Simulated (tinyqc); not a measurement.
RHF in the sto-3g basis, for LiH, spin multiplicity 1, step by step (part 1 of 2). Computed by tinyqc, a small Python program that keeps every step (integrals from PySCF). Settings: charge = 0, multiplicity = 1, basis = sto-3g, energy threshold = 1e-08, iteration cap = 50, orthogonalisation = canonical, start = atomic densities, DIIS depth = 0, damping = 0.2, method = RHF. Command: `OMP_NUM_THREADS=1 python tinyqc.py 27803 27804 out.jsonl` (the two numbers bound the seeds that draw the settings). One thread of a shared host (Intel(R) Xeon(R) Processor @ 2.60GHz), about 0.08 s of CPU time with the checks. Later iterations appear only in the table of the cycle.

## One-electron integrals

Geometry (angstrom):
```
atom         x         y         z
Li    0.000000  0.000000  0.000000
H     0.000000  0.000000  1.747000
```

Basis sto-3g: exponents (1/bohr^2) and contraction coefficients of normalised primitives:
```
element  l (shell)   exponent  coefficient
Li           s (1)  16.119575     0.154329
Li           s (1)   2.936201     0.535328
Li           s (1)   0.794651     0.444635
Li           s (2)   0.636290    -0.099967
Li           s (2)   0.147860     0.399513
Li           s (2)   0.048089     0.700115
Li           p (3)   0.636290     0.155916
Li           p (3)   0.147860     0.607684
Li           p (3)   0.048089     0.391957
H            s (1)   3.425251     0.154329
H            s (1)   0.623914     0.535328
H            s (1)   0.168855     0.444635
```

Overlap, kinetic and nuclear-attraction integrals over the contracted functions; the nuclear repulsion is the sum of Za Zb / Rab.

nuclear repulsion = 0.90871874 hartree

overlap S, order 1Li 1s, 1Li 2s, 1Li 2px, 1Li 2py, 1Li 2pz, 2H 1s:
```
[[1.000000, 0.241137, 0.000000, 0.000000, 0.000000, 0.048486],
 [0.241137, 1.000000, 0.000000, 0.000000, 0.000000, 0.358800],
 [0.000000, 0.000000, 1.000000, 0.000000, 0.000000, 0.000000],
 [0.000000, 0.000000, 0.000000, 1.000000, 0.000000, 0.000000],
 [0.000000, 0.000000, 0.000000, 0.000000, 1.000000, 0.482593],
 [0.048486, 0.358800, 0.000000, 0.000000, 0.482593, 1.000000]]
```

kinetic energy T (hartree), order 1Li 1s, 1Li 2s, 1Li 2px, 1Li 2py, 1Li 2pz, 2H 1s:
```
[[3.576786, -0.020237, 0.000000, 0.000000, 0.000000, -0.013067],
 [-0.020237, 0.102163, 0.000000, 0.000000, 0.000000, 0.032797],
 [0.000000, 0.000000, 0.319682, 0.000000, 0.000000, 0.000000],
 [0.000000, 0.000000, 0.000000, 0.319682, 0.000000, 0.000000],
 [0.000000, 0.000000, 0.000000, 0.000000, 0.319682, 0.106492],
 [-0.013067, 0.032797, 0.000000, 0.000000, 0.106492, 0.760032]]
```

nuclear attraction V (hartree), order 1Li 1s, 1Li 2s, 1Li 2px, 1Li 2py, 1Li 2pz, 2H 1s:
```
[[-8.285788, -1.037384, 0.000000, 0.000000, -0.013508, -0.205790],
 [-1.037384, -1.482129, 0.000000, 0.000000, -0.113774, -0.638601],
 [0.000000, 0.000000, -1.442180, 0.000000, 0.000000, 0.000000],
 [0.000000, 0.000000, 0.000000, -1.442180, 0.000000, 0.000000],
 [-0.013508, -0.113774, 0.000000, 0.000000, -1.533033, -0.869323],
 [-0.205790, -0.638601, 0.000000, 0.000000, -0.869323, -2.134125]]
```

core Hamiltonian H = T + V (hartree), order 1Li 1s, 1Li 2s, 1Li 2px, 1Li 2py, 1Li 2pz, 2H 1s:
```
[[-4.709001, -1.057622, 0.000000, 0.000000, -0.013508, -0.218857],
 [-1.057622, -1.379965, 0.000000, 0.000000, -0.113774, -0.605804],
 [0.000000, 0.000000, -1.122499, 0.000000, 0.000000, 0.000000],
 [0.000000, 0.000000, 0.000000, -1.122499, 0.000000, 0.000000],
 [-0.013508, -0.113774, 0.000000, 0.000000, -1.213352, -0.762831],
 [-0.218857, -0.605804, 0.000000, 0.000000, -0.762831, -1.374093]]
```

## Two-electron integrals

Functions are numbered as in S; the eight-fold symmetry (ij|kl) = (ji|kl) = (kl|ij) leaves the list below.

Two-electron integrals (ij|kl) in chemists' order, unique and non-zero (hartree):
```
(11|11) 1.680395   (21|11) 0.265420   (21|21) 0.049941   (22|11) 0.397727
(22|21) 0.092860   (22|22) 0.290562   (31|31) 0.008981   (32|31) 0.013788
(32|32) 0.064184   (33|11) 0.396640   (33|21) 0.092880   (33|22) 0.290497
(33|33) 0.312946   (41|41) 0.008981   (42|41) 0.013788   (42|42) 0.064184
(43|43) 0.016869   (44|11) 0.396640   (44|21) 0.092880   (44|22) 0.290497
(44|33) 0.279207   (44|44) 0.312946   (51|51) 0.008981   (52|51) 0.013788
(52|52) 0.064184   (53|53) 0.016869   (54|54) 0.016869   (55|11) 0.396640
(55|21) 0.092880   (55|22) 0.290497   (55|33) 0.279207   (55|44) 0.279207
(55|55) 0.312946   (61|11) 0.051677   (61|21) 0.009780   (61|22) 0.018548
(61|33) 0.018332   (61|44) 0.018332   (61|51) 0.001167   (61|52) 0.002273
(61|55) 0.018989   (61|61) 0.002096   (62|11) 0.128727   (62|21) 0.030451
(62|22) 0.101659   (62|33) 0.096306   (62|44) 0.096306   (62|51) 0.004917
(62|52) 0.030549   (62|55) 0.112264   (62|61) 0.007140   (62|62) 0.060254
(63|31) 0.002358   (63|32) 0.011183   (63|53) 0.004624   (63|63) 0.004147
(64|41) 0.002358   (64|42) 0.011183   (64|54) 0.004624   (64|64) 0.004147
(65|11) 0.161688   (65|21) 0.038629   (65|22) 0.133676   (65|33) 0.124582
(65|44) 0.124582   (65|51) 0.007613   (65|52) 0.046829   (65|55) 0.151713
(65|61) 0.009393   (65|62) 0.086521   (65|65) 0.125817   (66|11) 0.302307
(66|21) 0.072706   (66|22) 0.267229   (66|33) 0.243786   (66|44) 0.243786
(66|51) 0.013065   (66|52) 0.100625   (66|55) 0.313871   (66|61) 0.017701
(66|62) 0.199251   (66|65) 0.296736   (66|66) 0.774606
```

## Orthogonalisation

S = U s U^T; canonical form X = U s^(-1/2), so that X^T S X = 1. Each column of U has its largest component positive (the first on a tie).

eigenvalues of S: [0.390108, 0.800507, 1.000000, 1.000000, 1.175623, 1.633762]

X, order 1Li 1s, 1Li 2s, 1Li 2px, 1Li 2py, 1Li 2pz, 2H 1s:
```
[[0.200745, 0.790722, 0.000000, 0.000000, 0.605027, 0.180830],
 [-0.730165, -0.616203, 0.000000, 0.000000, 0.475601, 0.368737],
 [0.000000, 0.000000, 0.997913, 0.064578, 0.000000, 0.000000],
 [0.000000, 0.000000, -0.064578, 0.997913, 0.000000, 0.000000],
 [-0.875333, 0.456741, 0.000000, 0.000000, -0.477645, 0.403418],
 [1.106229, -0.188807, 0.000000, 0.000000, -0.173823, 0.529785]]
```

Within a degenerate level the vectors are fixed only up to a rotation; this is one choice.

## Starting guess

The start is atomic minimal-basis densities projected into this basis (PySCF's MINAO start) and scaled to the electron count of each spin; this density is not idempotent, so its energy is not variational and may lie below the converged one.

D at the start, order 1Li 1s, 1Li 2s, 1Li 2px, 1Li 2py, 1Li 2pz, 2H 1s:
```
[[2.075295, -0.226689, 0.000000, 0.000000, 0.002373, -0.010057],
 [-0.226689, 1.031731, 0.000000, 0.000000, 0.004201, 0.089940],
 [0.000000, 0.000000, 0.000000, 0.000000, 0.000000, 0.000000],
 [0.000000, 0.000000, 0.000000, 0.000000, 0.000000, 0.000000],
 [0.002373, 0.004201, 0.000000, 0.000000, 0.004277, 0.061134],
 [-0.010057, 0.089940, 0.000000, 0.000000, 0.061134, 0.875452]]
```

## Iteration 1: building the Fock matrix

J_ij = sum D_kl (ij|kl), K_ij = sum D_kl (ik|jl); F = H + J - 0.5 K; E = tr D H + tr D J / 2 - 0.25 tr D K + E_nn.

Coulomb J (hartree), order 1Li 1s, 1Li 2s, 1Li 2px, 1Li 2py, 1Li 2pz, 2H 1s:
```
[[4.085564, 0.698042, 0.000000, 0.000000, 0.013388, 0.139940],
 [0.698042, 1.352528, 0.000000, 0.000000, 0.099873, 0.554694],
 [0.000000, 0.000000, 1.327554, 0.000000, 0.000000, 0.000000],
 [0.000000, 0.000000, 0.000000, 1.327554, 0.000000, 0.000000],
 [0.013388, 0.099873, 0.000000, 0.000000, 1.395228, 0.747568],
 [0.139940, 0.554694, 0.000000, 0.000000, 0.747568, 1.622268]]
```

exchange K (hartree), order 1Li 1s, 1Li 2s, 1Li 2px, 1Li 2py, 1Li 2pz, 2H 1s:
```
[[3.421242, 0.554914, 0.000000, 0.000000, 0.013301, 0.128855],
 [0.554914, 0.435757, 0.000000, 0.000000, 0.101546, 0.329587],
 [0.000000, 0.000000, 0.084841, 0.000000, 0.000000, 0.000000],
 [0.000000, 0.000000, 0.000000, 0.084841, 0.000000, 0.000000],
 [0.013301, 0.101546, 0.000000, 0.000000, 0.216914, 0.336954],
 [0.128855, 0.329587, 0.000000, 0.000000, 0.336954, 0.814485]]
```

Fock matrix F (hartree), order 1Li 1s, 1Li 2s, 1Li 2px, 1Li 2py, 1Li 2pz, 2H 1s:
```
[[-2.334058, -0.637037, 0.000000, 0.000000, -0.006770, -0.143345],
 [-0.637037, -0.245316, 0.000000, 0.000000, -0.064675, -0.215904],
 [0.000000, 0.000000, 0.162635, 0.000000, 0.000000, 0.000000],
 [0.000000, 0.000000, 0.000000, 0.162635, 0.000000, 0.000000],
 [-0.006770, -0.064675, 0.000000, 0.000000, 0.073419, -0.183740],
 [-0.143345, -0.215904, 0.000000, 0.000000, -0.183740, -0.159067]]
```

total energy of this density = -7.65622931 hartree

This density is the starting one; it is not idempotent, so its energy is not variational and may lie below the converged one.

## Iteration 1: diagonalisation and new density

Diagonalise F' = X^T F X, C = X C', fill 2 alpha and 2 beta electrons from the bottom; D = 2 C_occ C_occ^T; the new density keeps 0.2 of the old one (damping). Each column has its largest component positive (the first on a tie).

F' = X^T F X (hartree):
```
[[0.384164, -0.165398, 0.000000, 0.000000, -0.070611, -0.105685],
 [-0.165398, -0.866298, 0.000000, 0.000000, -1.070088, -0.360956],
 [0.000000, 0.000000, 0.162635, 0.000000, 0.000000, 0.000000],
 [0.000000, 0.000000, 0.000000, 0.162635, 0.000000, 0.000000],
 [-0.070611, -1.070088, 0.000000, 0.000000, -1.195926, -0.519500],
 [-0.105685, -0.360956, 0.000000, 0.000000, -0.519500, -0.437917]]
```

orbital energies (hartree): [-2.336693, -0.242236, 0.042232, 0.162635, 0.162635, 0.420720]

coefficients C, order 1Li 1s, 1Li 2s, 1Li 2px, 1Li 2py, 1Li 2pz, 2H 1s:
```
[[0.991046, -0.169194, -0.211351, 0.000000, 0.000000, -0.093961],
 [0.034114, 0.464693, 0.857164, 0.000000, 0.000000, 0.568487],
 [0.000000, 0.000000, 0.000000, -0.704396, 0.709807, 0.000000],
 [0.000000, 0.000000, 0.000000, 0.709807, 0.704396, 0.000000],
 [0.002605, 0.225955, -0.485638, 0.000000, 0.000000, 1.038656],
 [0.002794, 0.634587, -0.338777, 0.000000, 0.000000, -1.026060]]
```

D after iteration 1, order 1Li 1s, 1Li 2s, 1Li 2px, 1Li 2py, 1Li 2pz, 2H 1s:
```
[[2.032338, -0.117042, 0.000000, 0.000000, -0.056563, -0.169371],
 [-0.117042, 0.553712, 0.000000, 0.000000, 0.168982, 0.489962],
 [0.000000, 0.000000, 0.000000, 0.000000, 0.000000, 0.000000],
 [0.000000, 0.000000, 0.000000, 0.000000, 0.000000, 0.000000],
 [-0.056563, 0.168982, 0.000000, 0.000000, 0.082555, 0.241659],
 [-0.169371, 0.489962, 0.000000, 0.000000, 0.241659, 0.819423]]
```

Within a degenerate level the vectors are fixed only up to a rotation; this is one choice.

## Iteration 2: building the Fock matrix

As before.

Coulomb J (hartree), order 1Li 1s, 1Li 2s, 1Li 2px, 1Li 2py, 1Li 2pz, 2H 1s:
```
[[4.040473, 0.691593, 0.000000, 0.000000, 0.022453, 0.140540],
 [0.691593, 1.348365, 0.000000, 0.000000, 0.154386, 0.591528],
 [0.000000, 0.000000, 1.316405, 0.000000, 0.000000, 0.000000],
 [0.000000, 0.000000, 0.000000, 1.316405, 0.000000, 0.000000],
 [0.022453, 0.154386, 0.000000, 0.000000, 1.405147, 0.806633],
 [0.140540, 0.591528, 0.000000, 0.000000, 0.806633, 1.771182]]
```

exchange K (hartree), order 1Li 1s, 1Li 2s, 1Li 2px, 1Li 2py, 1Li 2pz, 2H 1s:
```
[[3.375755, 0.547721, 0.000000, 0.000000, 0.001665, 0.111947],
 [0.547721, 0.399389, 0.000000, 0.000000, 0.236333, 0.455161],
 [0.000000, 0.000000, 0.067751, 0.000000, 0.000000, 0.000000],
 [0.000000, 0.000000, 0.000000, 0.067751, 0.000000, 0.000000],
 [0.001665, 0.236333, 0.000000, 0.000000, 0.296133, 0.493646],
 [0.111947, 0.455161, 0.000000, 0.000000, 0.493646, 1.041918]]
```

Fock matrix F (hartree), order 1Li 1s, 1Li 2s, 1Li 2px, 1Li 2py, 1Li 2pz, 2H 1s:
```
[[-2.356406, -0.639889, 0.000000, 0.000000, 0.008112, -0.134290],
 [-0.639889, -0.231294, 0.000000, 0.000000, -0.077555, -0.241857],
 [0.000000, 0.000000, 0.160031, 0.000000, 0.000000, 0.000000],
 [0.000000, 0.000000, 0.000000, 0.160031, 0.000000, 0.000000],
 [0.008112, -0.077555, 0.000000, 0.000000, 0.043729, -0.203021],
 [-0.134290, -0.241857, 0.000000, 0.000000, -0.203021, -0.123870]]
```

total energy of this density = -7.80129003 hartree

This density is a damped mixture and is not idempotent, and it still holds part of the atomic start, so its energy may lie below the converged one.

## Iteration 2: diagonalisation and new density

As before.

F' = X^T F X (hartree):
```
[[0.473491, -0.158944, 0.000000, 0.000000, -0.108777, -0.069629],
 [-0.158944, -0.864524, 0.000000, 0.000000, -1.088298, -0.359267],
 [0.000000, 0.000000, 0.160031, 0.000000, 0.000000, 0.000000],
 [0.000000, 0.000000, 0.000000, 0.160031, 0.000000, 0.000000],
 [-0.108777, -1.088298, 0.000000, 0.000000, -1.211852, -0.511770],
 [-0.069629, -0.359267, 0.000000, 0.000000, -0.511770, -0.450382]]
```

orbital energies (hartree): [-2.358797, -0.255593, 0.067276, 0.160031, 0.160031, 0.493848]

coefficients C, order 1Li 1s, 1Li 2s, 1Li 2px, 1Li 2py, 1Li 2pz, 2H 1s:
```
[[0.991537, -0.167775, -0.203666, 0.000000, 0.000000, 0.107349],
 [0.032713, 0.491679, 0.788104, 0.000000, 0.000000, -0.641160],
 [0.000000, 0.000000, 0.000000, 0.724045, 0.689753, 0.000000],
 [0.000000, 0.000000, 0.000000, -0.689753, 0.724045, 0.000000],
 [-0.002734, 0.285813, -0.603879, 0.000000, 0.000000, -0.958825],
 [0.001135, 0.578076, -0.206182, 0.000000, 0.000000, 1.092517]]
```

D after iteration 2, order 1Li 1s, 1Li 2s, 1Li 2px, 1Li 2py, 1Li 2pz, 2H 1s:
```
[[2.024538, -0.103497, 0.000000, 0.000000, -0.092373, -0.187253],
 [-0.103497, 0.499251, 0.000000, 0.000000, 0.258498, 0.552816],
 [0.000000, 0.000000, 0.000000, 0.000000, 0.000000, 0.000000],
 [0.000000, 0.000000, 0.000000, 0.000000, 0.000000, 0.000000],
 [-0.092373, 0.258498, 0.000000, 0.000000, 0.147226, 0.312681],
 [-0.187253, 0.552816, 0.000000, 0.000000, 0.312681, 0.698561]]
```

Within a degenerate level the vectors are fixed only up to a rotation; this is one choice.

## Iteration 3: building the Fock matrix

As before.

Coulomb J (hartree), order 1Li 1s, 1Li 2s, 1Li 2px, 1Li 2py, 1Li 2pz, 2H 1s:
```
[[4.039309, 0.692003, 0.000000, 0.000000, 0.024357, 0.140961],
 [0.692003, 1.349547, 0.000000, 0.000000, 0.163139, 0.593716],
 [0.000000, 0.000000, 1.317745, 0.000000, 0.000000, 0.000000],
 [0.000000, 0.000000, 0.000000, 1.317745, 0.000000, 0.000000],
 [0.024357, 0.163139, 0.000000, 0.000000, 1.406035, 0.809336],
 [0.140961, 0.593716, 0.000000, 0.000000, 0.809336, 1.766561]]
```

exchange K (hartree), order 1Li 1s, 1Li 2s, 1Li 2px, 1Li 2py, 1Li 2pz, 2H 1s:
```
[[3.366992, 0.547799, 0.000000, 0.000000, -0.002899, 0.109351],
 [0.547799, 0.398589, 0.000000, 0.000000, 0.274648, 0.474842],
 [0.000000, 0.000000, 0.067127, 0.000000, 0.000000, 0.000000],
 [0.000000, 0.000000, 0.000000, 0.067127, 0.000000, 0.000000],
 [-0.002899, 0.274648, 0.000000, 0.000000, 0.325138, 0.521895],
 [0.109351, 0.474842, 0.000000, 0.000000, 0.521895, 1.034712]]
```

Fock matrix F (hartree), order 1Li 1s, 1Li 2s, 1Li 2px, 1Li 2py, 1Li 2pz, 2H 1s:
```
[[-2.353188, -0.639518, 0.000000, 0.000000, 0.012298, -0.132572],
 [-0.639518, -0.229713, 0.000000, 0.000000, -0.087960, -0.249509],
 [0.000000, 0.000000, 0.161683, 0.000000, 0.000000, 0.000000],
 [0.000000, 0.000000, 0.000000, 0.161683, 0.000000, 0.000000],
 [0.012298, -0.087960, 0.000000, 0.000000, 0.030115, -0.214443],
 [-0.132572, -0.249509, 0.000000, 0.000000, -0.214443, -0.124888]]
```

total energy of this density = -7.84158586 hartree

This density is a damped mixture and is not idempotent, and it still holds part of the atomic start, so its energy may lie below the converged one.

## Iteration 3: diagonalisation and new density

As before.

F' = X^T F X (hartree):
```
[[0.483152, -0.159041, 0.000000, 0.000000, -0.116086, -0.059084],
 [-0.159041, -0.856592, 0.000000, 0.000000, -1.090720, -0.357193],
 [0.000000, 0.000000, 0.161683, 0.000000, 0.000000, 0.000000],
 [0.000000, 0.000000, 0.000000, 0.161683, 0.000000, 0.000000],
 [-0.116086, -1.090720, 0.000000, 0.000000, -1.211924, -0.505063],
 [-0.059084, -0.357193, 0.000000, 0.000000, -0.505063, -0.462540]]
```

orbital energies (hartree): [-2.355631, -0.268690, 0.073987, 0.161683, 0.161683, 0.502429]

coefficients C, order 1Li 1s, 1Li 2s, 1Li 2px, 1Li 2py, 1Li 2pz, 2H 1s:
```
[[0.991498, -0.165002, -0.206097, 0.000000, 0.000000, 0.107369],
 [0.032825, 0.487565, 0.786601, 0.000000, 0.000000, -0.646121],
 [0.000000, 0.000000, 0.000000, 0.887091, 0.461595, 0.000000],
 [0.000000, 0.000000, 0.000000, -0.461595, 0.887091, 0.000000],
 [-0.004364, 0.310631, -0.613471, 0.000000, 0.000000, -0.944910],
 [0.001198, 0.565057, -0.179131, 0.000000, 0.000000, 1.104037]]
```

D after iteration 3, order 1Li 1s, 1Li 2s, 1Li 2px, 1Li 2py, 1Li 2pz, 2H 1s:
```
[[2.021377, -0.097344, 0.000000, 0.000000, -0.107405, -0.184727],
 [-0.097344, 0.481926, 0.000000, 0.000000, 0.293795, 0.551429],
 [0.000000, 0.000000, 0.000000, 0.000000, 0.000000, 0.000000],
 [0.000000, 0.000000, 0.000000, 0.000000, 0.000000, 0.000000],
 [-0.107405, 0.293795, 0.000000, 0.000000, 0.183862, 0.343367],
 [-0.184727, 0.551429, 0.000000, 0.000000, 0.343367, 0.650577]]
```

Within a degenerate level the vectors are fixed only up to a rotation; this is one choice.

## Iteration 4: building the Fock matrix

As before.

Coulomb J (hartree), order 1Li 1s, 1Li 2s, 1Li 2px, 1Li 2py, 1Li 2pz, 2H 1s:
```
[[4.040225, 0.692420, 0.000000, 0.000000, 0.024893, 0.141135],
 [0.692420, 1.350234, 0.000000, 0.000000, 0.165227, 0.593662],
 [0.000000, 0.000000, 1.318604, 0.000000, 0.000000, 0.000000],
 [0.000000, 0.000000, 0.000000, 1.318604, 0.000000, 0.000000],
 [0.024893, 0.165227, 0.000000, 0.000000, 1.406391, 0.808910],
 [0.141135, 0.593662, 0.000000, 0.000000, 0.808910, 1.760659]]
```

exchange K (hartree), order 1Li 1s, 1Li 2s, 1Li 2px, 1Li 2py, 1Li 2pz, 2H 1s:
```
[[3.364615, 0.548771, 0.000000, 0.000000, -0.004511, 0.109378],
 [0.548771, 0.395746, 0.000000, 0.000000, 0.286176, 0.476178],
 [0.000000, 0.000000, 0.066840, 0.000000, 0.000000, 0.000000],
 [0.000000, 0.000000, 0.000000, 0.066840, 0.000000, 0.000000],
 [-0.004511, 0.286176, 0.000000, 0.000000, 0.338815, 0.531231],
 [0.109378, 0.476178, 0.000000, 0.000000, 0.531231, 1.024763]]
```

Fock matrix F (hartree), order 1Li 1s, 1Li 2s, 1Li 2px, 1Li 2py, 1Li 2pz, 2H 1s:
```
[[-2.351084, -0.639588, 0.000000, 0.000000, 0.013640, -0.132411],
 [-0.639588, -0.227605, 0.000000, 0.000000, -0.091635, -0.250231],
 [0.000000, 0.000000, 0.162686, 0.000000, 0.000000, 0.000000],
 [0.000000, 0.000000, 0.000000, 0.162686, 0.000000, 0.000000],
 [0.013640, -0.091635, 0.000000, 0.000000, 0.023632, -0.219537],
 [-0.132411, -0.250231, 0.000000, 0.000000, -0.219537, -0.125815]]
```

total energy of this density = -7.85108154 hartree

This density is a damped mixture and is not idempotent, and it still holds part of the atomic start, so its energy may lie below the converged one.

## Iteration 4: diagonalisation and new density

As before.

F' = X^T F X (hartree):
```
[[0.484212, -0.159376, 0.000000, 0.000000, -0.118114, -0.055537],
 [-0.159376, -0.852093, 0.000000, 0.000000, -1.091072, -0.358148],
 [0.000000, 0.000000, 0.162686, 0.000000, 0.000000, 0.000000],
 [0.000000, 0.000000, 0.000000, 0.162686, 0.000000, 0.000000],
 [-0.118114, -1.091072, 0.000000, 0.000000, -1.212090, -0.501439],
 [-0.055537, -0.358148, 0.000000, 0.000000, -0.501439, -0.466836]]
```

orbital energies (hartree): [-2.353576, -0.272583, 0.075964, 0.162686, 0.162686, 0.503387]

coefficients C, order 1Li 1s, 1Li 2s, 1Li 2px, 1Li 2py, 1Li 2pz, 2H 1s:
```
[[0.991436, -0.162967, -0.208246, 0.000000, 0.000000, 0.106899],
 [0.033005, 0.481355, 0.790419, 0.000000, 0.000000, -0.646109],
 [0.000000, 0.000000, 0.000000, 0.713011, 0.701152, 0.000000],
 [0.000000, 0.000000, 0.000000, -0.701152, 0.713011, 0.000000],
 [-0.004945, 0.323148, -0.612646, 0.000000, 0.000000, -0.941237],
 [0.001373, 0.561304, -0.168658, 0.000000, 0.000000, 1.107595]]
```

D after iteration 4, order 1Li 1s, 1Li 2s, 1Li 2px, 1Li 2py, 1Li 2pz, 2H 1s:
```
[[2.019481, -0.092624, 0.000000, 0.000000, -0.113586, -0.181126],
 [-0.092624, 0.468853, 0.000000, 0.000000, 0.307376, 0.542657],
 [0.000000, 0.000000, 0.000000, 0.000000, 0.000000, 0.000000],
 [0.000000, 0.000000, 0.000000, 0.000000, 0.000000, 0.000000],
 [-0.113586, 0.307376, 0.000000, 0.000000, 0.203891, 0.358877],
 [-0.181126, 0.542657, 0.000000, 0.000000, 0.358877, 0.634217]]
```

Within a degenerate level the vectors are fixed only up to a rotation; this is one choice.
